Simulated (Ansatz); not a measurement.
Relaxation of CH$_{3}$BS (6 atoms, charge 0, multiplicity 1), to a largest force component of 0.02 eV/Å in at most 50 steps.

These are results of RKS BLYP-D4/def2-SVP in Ansatz, not measurements.

```xyz
6
Properties=species:S:1:pos:R:3:forces:R:3
C -0.319 0.413 -0.253 2.71 0.13 1.79
B 0.528 -0.682 0.419 -2.90 -0.58 -2.99
S 1.409 -1.823 1.117 1.48 -1.84 1.46
H 0.867 0.404 0.692 -0.47 2.26 0.41
H 0.299 1.239 -0.602 -0.11 0.93 -0.48
H -0.862 0.026 -1.115 -0.71 -0.89 -0.19
```

Q: Where does it end, and by what steps?

A: The run converged. After 10 steps the energy has fallen by 5.009 eV; H4 moved furthest, 1.28 Å. Parted: B2–H4. Joined: C1–H4.

```json
{"step": "0", "energy less start (eV)": "0.0000", "largest force component (eV/Å)": "2.987", "accepted": "yes"}
{"step": "1", "energy less start (eV)": "-1.0646", "largest force component (eV/Å)": "2.523", "accepted": "yes"}
{"step": "2", "energy less start (eV)": "-2.2283", "largest force component (eV/Å)": "2.407", "accepted": "yes"}
{"step": "3", "energy less start (eV)": "-3.1996", "largest force component (eV/Å)": "2.113", "accepted": "yes"}
{"step": "4", "energy less start (eV)": "-4.0062", "largest force component (eV/Å)": "1.938", "accepted": "yes"}
{"step": "5", "energy less start (eV)": "-4.5046", "largest force component (eV/Å)": "1.510", "accepted": "yes"}
{"step": "6", "energy less start (eV)": "-4.7853", "largest force component (eV/Å)": "0.996", "accepted": "yes"}
{"step": "7", "energy less start (eV)": "-4.9552", "largest force component (eV/Å)": "0.507", "accepted": "yes"}
{"step": "8", "energy less start (eV)": "-5.0035", "largest force component (eV/Å)": "0.524", "accepted": "yes"}
{"step": "9", "energy less start (eV)": "-5.0091", "largest force component (eV/Å)": "0.036", "accepted": "yes"}
{"step": "10", "energy less start (eV)": "-5.0091", "largest force component (eV/Å)": "0.004", "accepted": "yes"}
```

```xyz
6
Properties=species:S:1:pos:R:3
C 0.022 0.399 -0.137
B 0.807 -0.835 0.335
S 1.638 -2.142 0.835
H -0.225 1.064 0.718
H 0.611 0.989 -0.870
H -0.931 0.102 -0.624
```

The run took 17 s on 1 CPU thread of a shared host.
